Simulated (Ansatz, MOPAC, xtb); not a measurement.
Barrier height from HN2 (SMILES [N]=N) to the transition structure HN2, without zero-point energy, on the benchmark's geometries as Psi4's copy of the set gives them.
Transition structure (charge 0, multiplicity 2):
```xyz
3

N      0.000     0.000     0.000
N      1.123     0.000     0.000
H      1.784     1.268     0.000
```

Open shells are unrestricted; no spin–orbit coupling.

Correlated levels freeze the cores. CBS: X⁻³ extrapolation of the correlation energy, Hartree–Fock from the larger set. The state that PM3 reach isn't checked.

Codes used: Ansatz (Gaussian orbitals); MOPAC for PM3 (differences of heats of formation); xtb for the GFN methods. Each number belongs to the level named beside it. The GFN methods have no spin term and hold the electronic entropy of 300 K.

Q: Estimate the barrier height that PM3 returns for this input.

A: 79 kJ/mol

Q: Give the barrier height at the level CCSD(T)/CBS(aug-cc-pVTZ, aug-cc-pVQZ).

A: 45 kJ/mol

Q: Predict the barrier height from GFN1-xTB.

A: 104 kJ/mol

Doubts at one or more of the structures used: a spin-contaminated determinant (CCSD(T)/CBS(aug-cc-pVTZ, aug-cc-pVQZ)).

Ansatz is an electronic-structure program.
